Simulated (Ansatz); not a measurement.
hcp Sc was calculated with LDA (Ansatz, an electronic-structure program, PAW).

Numerical settings: plane-wave cutoff 520 eV, 24×24×12 k mesh (along the axes of the cell as run), Fermi–Dirac smearing 0.026 eV (set by the program), scalar-relativistic PAW data made under PBE.

Cell (relaxed at this level):

Space group P6₃/mmc (No. 194); a = 3.230 Å, b = 3.230 Å, c = 4.988 Å, α = 90.00°, β = 90.00°, γ = 120.00°

| atom | site | symmetry | x | y | z |
|---|---|---|---|---|---|
| Sc | 2c | -6m2 | 0.3333 | 0.6667 | 0.2500 |

Q: What does this level give for the Young modulus, elastic constant C66, Poisson ratio, elastic constant C44, elastic constant C11, elastic constant C12, elastic constant C13 and elastic constant C33?

A: 
* **Young modulus**: 91.2 GPa
* **elastic constant C66**: 36.6 GPa
* **Poisson ratio**: 0.253
* **elastic constant C44**: 34.3 GPa
* **elastic constant C11**: 114 GPa
* **elastic constant C12**: 40.6 GPa
* **elastic constant C13**: 33.6 GPa
* **elastic constant C33**: 112 GPa

Measured, for comparison: elastic constant C44 28 GPa, elastic constant C11 99 GPa, elastic constant C13 29 GPa, elastic constant C33 107 GPa (temperature not stated, not corrected to a static lattice; as tabulated in Mehl and Papaconstantopoulos (1996), arXiv:mtrl-th/9602003). Computed (rounded) less measured: elastic constant C44 +22 %, elastic constant C11 +15 %, elastic constant C13 +16 %, elastic constant C33 +5 %. A static lattice is as a rule a little smaller and stiffer than an uncorrected measurement, which narrows the difference in the elastic constant C33 and would widen misses of the other sign.

Elastic constants are with the ions relaxed.

Static lattice: no zero-point or thermal effects.
